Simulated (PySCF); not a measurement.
Compound: P₃H₅.
Structure used (PBE0-D3(BJ)/def2-SVP), in Å, numbered top down from 1:
```xyz
8
P3H5 angstrom
P      1.7194   -0.1222   -0.2033
P      0.0062   -0.4839    1.2061
P     -1.5823   -0.3505   -0.3767
H      1.6368    1.2995   -0.0669
H      2.7007   -0.2190    0.8334
H      0.1116   -1.9058    1.0706
H     -1.7076    1.0686   -0.2447
H     -2.6446   -0.5847    0.5529
```

Lines to be assigned: P 1s: 2149.98 (area 1), 2150.16 (area 2) eV; P 2p3/2: 136.44 (area 1), 136.62 (area 2) eV.

Computed, not measured: delta-SCF UKS SCAN, pcX-2 on the ionised atom, pcseg-1 elsewhere, spin-free X2C (PySCF). The structure is a single PBE0-D3(BJ)/def2-SVP conformer in the gas phase; no vibrational or solvent corrections.

Problem. Order the phosphorus atoms by P 1s binding energy.

Solution. 2149.98 eV: P2 (three-coordinate phosphorus); 2150.16 eV: P1/P3 (three-coordinate phosphorus). The 2 P 1s values lie within 0.18 eV of each other; Gaussian lines of 0.5 eV full width would blend them into one maximum.

Problem. Assign the P 2p3/2 lines to atoms.

Solution. 136.44 eV: P2 (three-coordinate phosphorus); 136.62 eV: P1/P3 (three-coordinate phosphorus). The 2 P 2p3/2 values lie within 0.18 eV of each other.

Bonded neighbours of each site: P1/P3: 2 H and P; P2: H and 2 P.

Problem. Which photon wavelength matches the P 2p3/2 of P2 threshold?

Solution. λ = hc/E = 12398.42 eV Å / 136.44 eV = 90.871 Å.

Atoms equivalent by their bonding share one computed value, that of the first of them. Spin–orbit and ligand-field terms were added within each 2p shell after the spin-free SCF. 2p1/2 minus 2p3/2 (ligand field included): P 0.89 eV.
